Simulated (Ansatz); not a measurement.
**BH₂ radical (SMILES [BH2]): one structure at several levels**

The task here is to estimate one member of a computed series from the others.

Method: single points in def2-TZVPP; program: Ansatz 0.2.0, Gaussian basis.

Correlated methods freeze the cores. Orbitals are unrestricted.

## Starting geometry

SMILES `[BH2]`, 3 atoms, charge 0, spin multiplicity 2.

Atoms are counted from 1 here; the program's logs count them from 0.

Bond lengths: B1–H2 1.260 Å, B1–H3 1.186 Å. Angles: H2–B1–H3 131.5°.

As a file:

```xyz
3
BH2
B     0.2997   -0.1745    0.1452
H     0.3259    1.0678    0.3569
H    -0.4923   -0.8596   -0.4122
```

The first run:

File run/in.yaml:

```yaml
crystal:
  periodic: [false, false, false]
  atoms:
    - {symbol: B, position_ang: [0.299700, -0.174500, 0.145200]}
    - {symbol: H, position_ang: [0.325900, 1.067800, 0.356900]}
    - {symbol: H, position_ang: [-0.492300, -0.859600, -0.412200]}
basis:
  gaussian: {orbitals: def2-TZVPP}
magnetization: {spin_polarized: true, initial_magnetization: 1}
correlation: {method: ccsd_t}
scf: {omitted_lower_state_checks: [cluster_reference]}
output: {forces: true}
```

The command line of these runs was not kept.

Steps of the session up to this table: CCSD(T)/def2-TZVPP; PBE0-D4/def2-TZVPP; wB97M-V/def2-TZVPP; r2SCAN-D4/def2-TZVPP; PBE-D4/def2-TZVPP; r2SCAN0-D4/def2-TZVPP; revPBE-D4/def2-TZVPP.

One table of the session follows, with a row left open; its other results are not shown here.

```
    method  RMS force component (eV/Å)  angle to CCSD(T) forces (°)  dipole (D)
   CCSD(T)                       0.694                    reference        0.48
   PBE0-D4                       0.687                          2.2        0.50
   wB97M-V                       0.724                          6.0        0.50
 r2SCAN-D4                       0.688                          1.4        0.45
    PBE-D4                       0.642                          8.0        0.50
r2SCAN0-D4                       0.722                          3.3        0.45
 revPBE-D4                           ?                            ?           ?
```

Q: Estimate the row for revPBE-D4 from the others.

As computed: RMS force component (eV/Å): 0.635; angle to CCSD(T) forces (°): 9.6; dipole (D): 0.49. In the column «RMS force component (eV/Å)» it is the lowest.
